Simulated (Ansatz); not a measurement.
# HNP: the cost of one run

Method: def2-QZVPP, core rule «outside noble gas», up to 6 orbitals frozen; program: Ansatz 0.2.0, Gaussian basis.

The runs, in order: UHF; ROHF; CCSD(T) on UHF.

2 further runs of the same task are left out: 2 set aside as unsound or not needed.

## 1. The geometry

The geometry is a PBE0/def2-TZVP stationary point (not a proven minimum).

3 atoms, charge 0, spin multiplicity 2.

Atoms are counted from 1 here; the program's logs count them from 0.

Bond lengths: N1–P2 1.539 Å, N1–H3 1.016 Å. Angles: P2–N1–H3 124.7°.

## 2. UHF

Contents of in.yaml:

```yaml
crystal:
  periodic: [false, false, false]
  atoms:
    - {symbol: N, position_ang: [0.000000, -0.117899, 1.017231]}
    - {symbol: P, position_ang: [0.000000, 0.031932, -0.514503]}
    - {symbol: H, position_ang: [0.000000, 0.657116, 1.674759]}
basis:
  gaussian: {orbitals: "def2-QZVPP.json"}
magnetization: {spin_polarized: true, initial_magnetization: 1}
hamiltonian: {xc: hf}
output: {orbitals: {seedname: orbitals}}
```

The run is started by

```console
$ ansatz run in.yaml --threads 1 --pin off --events-out ev --progress --plain --max-ram 2393MiB
```

What time and memory should one allow on 1 thread of Intel Xeon 6975P-C, shared host?

About 7 s, with a peak of 0.3 GiB.
